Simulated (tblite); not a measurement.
Start geometry of `C[C](C)CO` [radical] from a force field or distance geometry (Å):
```
atom  x, y, z in Å
C1    -0.3657    1.4205   -0.3866
C2     0.1599    0.0389   -0.3103
C3     1.5435   -0.1744    0.2623
C4    -0.7797   -1.1107   -0.3257
O5    -1.2099   -1.3836    1.0136
H6     0.3923    2.1191   -0.7307
H7    -0.7314    1.7584    0.5897
H8    -1.1986    1.4815   -1.0919
H9     1.5203   -0.1049    1.3518
H10    2.2236    0.5824   -0.1209
H11    1.9244   -1.1549   -0.0224
H12   -0.2973   -2.0190   -0.7101
H13   -1.6599   -0.9106   -0.9299
H14   -1.5223   -0.5431    1.3742
```

Question: What comes out of this run: tblite 0.8.0, GFN2-xTB geometry optimisation, gas phase?

Answer: 
```
atom  x, y, z in Å
C1    -0.3530    1.4390   -0.4030
C2     0.1668    0.0553   -0.2543
C3     1.5485   -0.1596    0.2416
C4    -0.7779   -1.0924   -0.2877
O5    -1.2584   -1.4634    1.0089
H6     0.4264    2.1071   -0.7680
H7    -0.7016    1.8512    0.5536
H8    -1.1954    1.4678   -1.0938
H9     1.5923   -0.1167    1.3369
H10    2.2231    0.6067   -0.1383
H11    1.9167   -1.1411   -0.0526
H12   -0.2855   -1.9978   -0.6540
H13   -1.6360   -0.8671   -0.9379
H14   -1.6667   -0.6895    1.4115
```

The energy falls by 0.054 eV over 39 L-BFGS steps, the largest force on an atom goes from 0.92 to 0.009 eV/Å, and the atoms move by 0.079 Å rms after alignment. The bond that changes most is C2–C3 (ends: carbon bonded to 3 C; carbon bonded to C and 3 H), which shortens by 0.029 Å. Bonds longer at the end by more than 0.005 Å: 3 of 13; shorter: 1. Among the angles that change most is C2–C4–O5, from 109.1° to 113.1°. Rotational constants go from 6574, 3905, 2989 to 6737, 3750, 2869 MHz. The orientation of the end geometry is arbitrary; only internal coordinates are fixed.

GFN2-xTB frequencies show an imaginary mode (65i cm⁻¹), so the point is no minimum at that level.

One conformer stands for the species.

These are computed values.
